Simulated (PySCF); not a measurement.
Zinc-blende GaAs: correlation energy from several methods in one and the same small orbital space (PySCF; 2 atoms at the zone centre, 8 electrons in 20 orbitals, empty ones MP2 natural orbitals of a TZ basis, lattice constant set to 5.6532 Å). It tests the methods against each other and lies far from the crystal's limit.

Full CI gives -2.1868 eV per atom.

Problem. What share of it do MP2, CCSD, CCSD(T), CCSDT, CCSDT(Q) recover?

Solution. MP2 68.9 %; CCSD 97.0 %; CCSD(T) 98.9 %; CCSDT 99.6 %; CCSDT(Q) 99.8 %.

| method | E_corr (eV per atom) | share of full CI (%) | error (meV) |
|---|---|---|---|
| MP2 | -1.5060 | 68.9 | 681 |
| CCSD | -2.1213 | 97.0 | 65 |
| CCSD(T) | -2.1625 | 98.9 | 24 |
| CCSDT | -2.1772 | 99.6 | 10 |
| CCSDT(Q) | -2.1831 | 99.8 | 4 |
| full CI | -2.1868 | 100.0 | 0 |

The Hartree–Fock determinant has a weight of 0.85 in the full CI state.

MP2, (T) and (Q) use filled levels shifted down by the Madelung term, which in so small a cell is a large part of the gap, so these rows hang on it.
